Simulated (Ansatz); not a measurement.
## How far each method lies from RCCSDT(Q) for H3Si–SiH, singlet

Geometry: displaced at random from a stationary point.

```xyz
6

Si    0.0799    0.0332    1.1261
Si   -0.0850   -0.0721   -1.2502
H    -0.0084    1.3433    1.7907
H     1.2724   -0.7995    1.6273
H    -1.2260   -0.8186    1.5244
H     0.1052    1.3577   -1.4828
```

Basis cc-pVDZ; Ansatz 0.2.0. Only valence electrons are correlated (noble-gas cores frozen), which leaves 12 electrons in 46 orbitals. Prefix R: restricted or restricted open-shell reference; prefix U: unrestricted.

Full CI isn't at hand for all of this; RCCSDT(Q) serves as the reference, and is uncertain by about the last step of the cluster series. The frozen core follows each run's orbitals, which can shift R against U totals by a few meV.

Unrestricted rows (U) aren't spin-pure: their determinants' ⟨S²⟩ exceeds S(S+1) by up to 0.47, so they mix in states of higher spin.

- UHF ⟨S²⟩: 0.475
- T1 diagnostic (RCCSD): 0.0152
- largest doubles amplitude (RCCSD): 0.088

From what is known of these methods and the diagnostics, rank them by the size of their error in total energy against RCCSDT(Q) in cc-pVDZ, smallest first (an estimate: the text doesn't fix the numbers).
A. CISD
B. UCCSDT
C. RMP2
D. RCCSD(T)
E. UCCSDT(Q)

E (0.0 kJ/mol), B (1.0 kJ/mol), D (4.2 kJ/mol), A (81.8 kJ/mol), C (149.1 kJ/mol).

All errors are against RCCSDT(Q) in cc-pVDZ. Within each family the higher level lies nearer, as is usual though not guaranteed.
